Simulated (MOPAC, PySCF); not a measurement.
CH3Cl, SMILES `ClC`, neutral singlet in the gas phase. 

Cartesian coordinates (Å):
SMILES: ClC
```xyz
5

C     -0.1538     0.0019    -0.0016
Cl     1.6404    -0.0204     0.0173
H     -0.4943    -0.5991    -0.8394
H     -0.5107    -0.4135     0.9359
H     -0.4816     1.0311    -0.1122
```
Charge 0, spin multiplicity 1.

All levels are single points at this geometry (B3LYP-D3(BJ)/def2-TZVP); Pople sets use spherical d functions. Orbital energies aren't observables, and empty levels follow the basis.

PM3 in MOPAC gives gap (eV) = 11.69.

Task: Estimate the gap (eV) from each of these levels: ωB97X-D3(BJ)/def2-TZVP in PySCF; BP86/6-31G* in PySCF; PBE/6-31G* in PySCF; SVWN5/6-31G* in PySCF; PM6 in MOPAC.

Result: 
```
level                            gap (eV)
-------------------------------  --------
ωB97X-D3(BJ)/def2-TZVP in PySCF     13.84
BP86/6-31G* in PySCF                 6.81
PBE/6-31G* in PySCF                  6.79
SVWN5/6-31G* in PySCF                6.69
PM6 in MOPAC                        11.47
```
